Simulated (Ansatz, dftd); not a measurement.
Barrier from H (doublet) + C2H4 (ethene, SMILES C=C) to the saddle point below; all geometries are those of the NHTBH38 set.
```
C
C 1 1.3446
H 2 1.0809 1 121.40
H 2 1.0809 3 117.15 1 -177.22
H 1 1.0809 2 121.25 3 6.58
H 1 1.0809 5 116.76 2 -170.17
H 1 1.9805 5 85.66 6 -82.92
```
Charge 0, spin multiplicity 2.

Property: barrier height (electronic, no zero-point energy), in kcal/mol. UHF or UKS for unpaired electrons; spin-orbit terms are left out. Correlated methods leave the cores frozen. Rows without X2C or -DK are non-relativistic. CBS(X,Y): correlation extrapolated as X^-3, Hartree-Fock from the larger set. A bracket is a step between two methods taken in the basis named. The functionals are non-relativistic, so their misses hold any scalar relativity. Double hybrids freeze cores in their MP2 part. '+ core + X2C': CCSD(T) terms for core correlation (cc-pwCVTZ) and scalar relativity (cc-pVTZ-DK). Where a partner has so few electrons that a lower coupled-cluster level is exact, that level stands in. The UHF reference of C2H5 (saddle point or complex, doublet) is spin-contaminated (<S^2> up to 0.20 over the pure value in the sets run).

Published benchmark value: 1.7 kcal/mol (Zhao et al., NHTBH38), a best estimate, not a measurement.

```json
[
 {"level": "PBE-D3(BJ)/def2-TZVPD", "program": "Ansatz + dftd3", "barrier height (kcal/mol)": "-0.7", "difference against that value": "-2.4"},
 {"level": "B2PLYP-D3(BJ)/def2-TZVPD", "program": "Ansatz + dftd3", "barrier height (kcal/mol)": "1.6", "difference against that value": "-0.1"},
 {"level": "B2GP-PLYP-D3(BJ)/def2-TZVPD", "program": "Ansatz + dftd3", "barrier height (kcal/mol)": "2.6", "difference against that value": "0.9"},
 {"level": "CCSD/aug-cc-pVQZ", "program": "Ansatz", "barrier height (kcal/mol)": "2.3", "difference against that value": "0.6"},
 {"level": "CCSD(T)/aug-cc-pVDZ", "program": "Ansatz", "barrier height (kcal/mol)": "2.4", "difference against that value": "0.7"},
 {"level": "CCSD(T)/CBS(aug-cc-pVTZ,aug-cc-pVQZ)", "program": "Ansatz", "barrier height (kcal/mol)": "2.2", "difference against that value": "0.5"},
 {"level": "CCSD(T)/CBS(aug-cc-pVTZ,aug-cc-pVQZ) + core + X2C", "program": "Ansatz", "barrier height (kcal/mol)": "2.3", "difference against that value": "0.6"},
 {"level": "CCSDT(Q)/aug-cc-pVDZ", "program": "Ansatz", "barrier height (kcal/mol)": "2.1", "difference against that value": "0.4"},
 {"level": "CCSD(T)/CBS(aug-cc-pVTZ,aug-cc-pVQZ) + [CCSDT(Q) - CCSD(T)]/aug-cc-pVDZ + core + X2C", "program": "Ansatz", "barrier height (kcal/mol)": "1.9", "difference against that value": "0.2"}
]
```

Ansatz is a first-principles code.
